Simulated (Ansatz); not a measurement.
# A basis-limit estimate, worked out

The pair of NH3 (SMILES N, atoms 1–4) and CH4O (SMILES CO, atoms 5–10), both closed shells, in one local arrangement (a lower one may exist), relaxed at PBE0-D4/def2-TZVP:

N1  (0.348, -0.078, -1.995)
H2  (-0.377, -0.126, -1.286)
H3  (0.109, 0.683, -2.619)
H4  (0.297, -0.932, -2.537)
C5  (0.297, 0.122, 1.432)
O6  (-0.949, -0.100, 0.799)
H7  (1.049, 0.130, 0.643)
H8  (0.541, -0.674, 2.145)
H9  (0.325, 1.086, 1.953)
H10  (-1.639, -0.110, 1.465)
(Å)

Both fragments are computed in the basis of the whole pair.

Ansatz 0.2.0; basis: def2-TZVPPD and def2-QZVPPD; cores frozen in the correlated methods.

Energies in eV:

| quantity | pair | first fragment | second fragment |
| --- | --- | --- | --- |
| Hartree–Fock, triple zeta (X = 3) | -4661.85816 | -1529.87713 | -3131.92353 |
| Hartree–Fock, quadruple zeta (X = 4) | -4662.06734 | -1529.94713 | -3132.06235 |
| MP2 correlation, X = 3 | -18.21621 | -6.44357 | -11.69327 |
| MP2 correlation, X = 4 | -19.43818 | -6.85599 | -12.49538 |
| CCSD(T) correlation, X = 3 | -19.67645 | -6.99187 | -12.60763 |

(1) Work out the interaction energy at the basis limit: extrapolate Hartree–Fock as E(X) = E∞ + A exp(−7.88 √X) and the MP2 correlation as E(X) = E∞ + B X^−2.97 (the exponents that Neese and Valeev fitted for def2-TZVPP and QZVPP, reused here for the diffuse sets), then add CCSD(T) − MP2 in triple zeta.

T1 diagnostic: at most 0.010.

Results:

(1) Each step is linear, so take the differences first (pair − first fragment − second fragment): Hartree–Fock -0.05750 (X = 3) and -0.05786 (X = 4); MP2 correlation -0.07937 and -0.08681; CCSD(T) correlation -0.07695.
Two points give E∞ = E(4) + w [E(4) − E(3)], with w = 1/(exp(7.88 (2 − √3)) − 1) = 0.1377 for Hartree–Fock and w = 1/((4/3)^2.97 − 1) = 0.7407 for the correlation.
Hartree–Fock: -0.05786 + 0.1377 × (-0.00036) = -0.0579 eV.
MP2 correlation: -0.08681 + 0.7407 × (-0.00744) = -0.0923 eV.
CCSD(T) − MP2: -0.07695 − (-0.07937) = 0.0024 eV.
Sum: -0.0579 + (-0.0923) + 0.0024 = -0.1478 eV, or -3.41 kcal/mol. Plain CCSD(T) in triple zeta gives -0.1345 eV, so the larger basis shifts the result by -0.0133 eV.

For scale, one of the runs: CCSD(T)/def2-TZVPPD, 233 basis functions, launched by `ansatz run in.yaml --threads 4 --pin off --events-out ev --progress --plain --max-ram 9574MiB`. Time: 18 s of wall clock on 4 CPU threads of an Intel Xeon 6975P-C; the host was shared. Peak host memory: 4.7 GiB.
